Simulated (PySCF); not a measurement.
# H₂SiO + N₂ → SiN₂ + H₂O

Level: PBE0 in the def2-TZVP basis family, all electrons, no relativity, computed in PySCF with density fitting; open shells unrestricted.

```json
{"species": "H₂SiO", "state and structure": "singlet, C2v, Si–H 1.486 Å (×2), Si–O 1.516 Å; H–Si–H 111.9°, H–Si–O 124.0° (×2)", "E (Eh)": "-365.73762", "ZPE (kJ/mol)": "48.4", "H(298 K) − H(0) (kJ/mol)": "10.7", "S° (J/(mol K))": "235.0"}
{"species": "N₂", "state and structure": "singlet, D∞h, N–N 1.089 Å", "E (Eh)": "-109.44629", "ZPE (kJ/mol)": "14.9", "H(298 K) − H(0) (kJ/mol)": "8.7", "S° (J/(mol K))": "191.4"}
{"species": "SiN₂", "state and structure": "triplet, C∞v, N–N 1.137 Å, Si–N 1.741 Å; N–N–Si 180.0°", "E (Eh)": "-398.72982", "ZPE (kJ/mol)": "18.6", "H(298 K) − H(0) (kJ/mol)": "11.1", "S° (J/(mol K))": "246.2"}
{"species": "H₂O", "state and structure": "singlet, C2v, O–H 0.960 Å (×2); H–O–H 105.1°", "E (Eh)": "-76.37736", "ZPE (kJ/mol)": "56.5", "H(298 K) − H(0) (kJ/mol)": "9.9", "S° (J/(mol K))": "188.7"}
```

Task: What is the electronic reaction energy?

Result: At PBE0/def2-TZVP, ΔE = 201.5 kJ/mol from the differences of the total energies times 2625.5, uphill. 

Task: Add zero-point, thermal and entropy terms for 298.15 K and 1 bar.

Result: ΔZPE = 11.8 and Δ[H(298) − H(0)] = 1.6 kJ/mol give ΔH° = 214.9 kJ/mol. ΔS° = 8.5 J/(mol K), so ΔG° = 214.9 − 298.15 × (0.0085) = 212 kJ/mol.

Only the bonding shown was studied: isomers, or loss of a ligand pair, can lie lower.
